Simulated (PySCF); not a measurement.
Compound: C4H7S (charge -1).
Atom-mapped SMILES: `[CH3:1][CH2:2]/[CH:3]=[CH:4]\[S-:5]` (hydrogens: H6, H7, H8 on C1; H9, H10 on C2; H11 on C3; H12 on C4)

Torsions of this conformer, `[CH3:1][CH2:2]/[CH:3]=[CH:4]\[S-:5]`: C1–C2–C3–C4 -78°.

The closed-shell ground state was solved at several levels (PySCF, density fitting, gas phase, non-relativistic). Geometry: PBE0-D3(BJ)/def2-SVP, one conformer, isolated ion. The geometry's basis has no diffuse functions, a weakness for an anion. Where the HOMO energy is positive, the finite basis confines the outermost electrons. No diffuse functions stand in pcSseg-1 and pcSseg-2, which bears on an anion's orbital energies.

```
           level  basis functions  total energy (Eh)  HOMO (eV)  LUMO (eV)  gap (eV)
wB97X-D/pcSseg-2              285          -554.8731      -1.89       5.74      7.63
   PBE0/pcSseg-1              127          -554.4782       0.09       5.28      5.19
```

Task: What might CAM-B3LYP/def2-SVPD (163 basis functions) give for the same quantities?

Result: Total energy -554.5417 Eh, HOMO -1.41 eV, LUMO 4.94 eV, gap 6.35 eV.

Task: Over all these levels, which gives the widest orbital gap and which the narrowest?

Result: wB97X-D/pcSseg-2 (range-separated hybrid) has the widest, 7.63 eV, and PBE0/pcSseg-1 (global hybrid, 25 % exact exchange) the narrowest, 5.19 eV. Functional and basis both differ between the two, so the spread mixes both effects.

The pairwise dispersion term of wB97X-D wasn't added to the energies; at a given geometry it leaves orbitals and properties as they are.
